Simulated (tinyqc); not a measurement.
Worked calculation: RHF in the sto-6g basis, for BH3, spin multiplicity 1. One step of it, computed by the program tinyqc.

Problem. Iteration 2: diagonalisation and new density. Diagonalise F' = X^T F X, C = X C', fill 4 alpha and 4 beta electrons from the bottom; D = 2 C_occ C_occ^T. Each column has its largest component positive (the first on a tie).

Fock matrix F (hartree), lower triangle:
```
            1B 1s      1B 2s     1B 2px     1B 2py    1B 2pz      2H 1s      3H 1s      4H 1s
1B 1s   -7.638332
1B 2s   -2.132342  -1.046588
1B 2px   0.000001   0.000073  -0.116823
1B 2py   0.000000   0.000000   0.000000  -0.116882
1B 2pz  -0.000329   0.002559  -0.000002   0.000000  0.186858
2H 1s   -0.350530  -0.445905  -0.353864   0.000000  0.003632  -0.308453
3H 1s   -0.350829  -0.446117   0.177011  -0.306516  0.003635  -0.072712  -0.308633
4H 1s   -0.350829  -0.446117   0.177011   0.306516  0.003635  -0.072712  -0.072799  -0.308633
```

X:
```
                1          2          3          4          5          6          7          8
1B 1s   -0.393964   0.000000  -0.000593   0.936729   0.104671   0.000000   0.000168   0.218388
1B 2s    1.219740   0.000000   0.001398  -0.018466   0.012208   0.000000   0.000290   0.499872
1B 2px  -0.001466   0.000000   1.006246   0.000023  -0.000001   0.000000   0.598926  -0.000273
1B 2py   0.000000   1.006281   0.000000   0.000000   0.000000   0.598953   0.000000   0.000000
1B 2pz  -0.017407   0.000000  -0.000017  -0.114936   0.993279   0.000000  -0.000002  -0.007037
2H 1s   -0.587619   0.000000  -0.872048  -0.220606  -0.024711   0.000000   0.461232   0.296278
3H 1s   -0.589489  -0.754734   0.435034  -0.220469  -0.024696   0.399290  -0.230385   0.296614
4H 1s   -0.589489   0.754734   0.435034  -0.220469  -0.024696  -0.399290  -0.230385   0.296614
```

Give: F' = X^T F X; orbital energies; coefficients C; D after iteration 2.

Solution.

F' = X^T F X (hartree), lower triangle:
```
         1       2       3        4        5        6        7        8
1   0.2686
2   0.0000  0.5441
3  -0.0006  0.0000  0.5441
4   1.0488  0.0000  0.0020  -6.2683
5   0.1158  0.0000  0.0002  -0.7488   0.0999
6   0.0000  0.1025  0.0000   0.0000   0.0000  -0.4103
7   0.0001  0.0000  0.1025  -0.0016  -0.0002   0.0000  -0.4103
8   0.2769  0.0000  0.0005  -2.5408  -0.3005   0.0000  -0.0008  -1.7441
```

orbital energies (hartree): MO1 -7.6403, MO2 -0.6345, MO3 -0.4212, MO4 -0.4212, MO5 0.1867, MO6 0.4442, MO7 0.5550, MO8 0.5550

coefficients C:
```
            MO1      MO2      MO3      MO4      MO5      MO6      MO7      MO8
1B 1s    0.9950  -0.2209   0.0000  -0.0001  -0.0071  -0.2290   0.0004   0.0000
1B 2s    0.0199   0.6597   0.0000   0.0003   0.0322   1.1408  -0.0019   0.0000
1B 2px   0.0000  -0.0001   0.0000   0.4893   0.0000   0.0015   1.0639   0.0000
1B 2py   0.0000   0.0000   0.4894   0.0000   0.0000   0.0000   0.0000   1.0639
1B 2pz   0.0000  -0.0019   0.0000   0.0000   0.9994  -0.0364   0.0001   0.0000
2H 1s   -0.0032   0.2586   0.0000   0.5506  -0.0140  -0.6467  -0.8168   0.0000
3H 1s   -0.0032   0.2588   0.4767  -0.2752  -0.0140  -0.6450   0.4100  -0.7084
4H 1s   -0.0032   0.2588  -0.4767  -0.2752  -0.0140  -0.6450   0.4100   0.7084
```

D after iteration 2, lower triangle:
```
          1B 1s    1B 2s   1B 2px   1B 2py   1B 2pz    2H 1s    3H 1s   4H 1s
1B 1s    2.0777
1B 2s   -0.2519   0.8712
1B 2px   0.0000   0.0001   0.4789
1B 2py   0.0000   0.0000   0.0000   0.4789
1B 2pz   0.0008  -0.0025   0.0000   0.0000   0.0000
2H 1s   -0.1206   0.3414   0.5388   0.0000  -0.0010   0.7401
3H 1s   -0.1206   0.3412  -0.2694   0.4666  -0.0010  -0.1691   0.7400
4H 1s   -0.1206   0.3412  -0.2694  -0.4666  -0.0010  -0.1691  -0.1691  0.7400
```
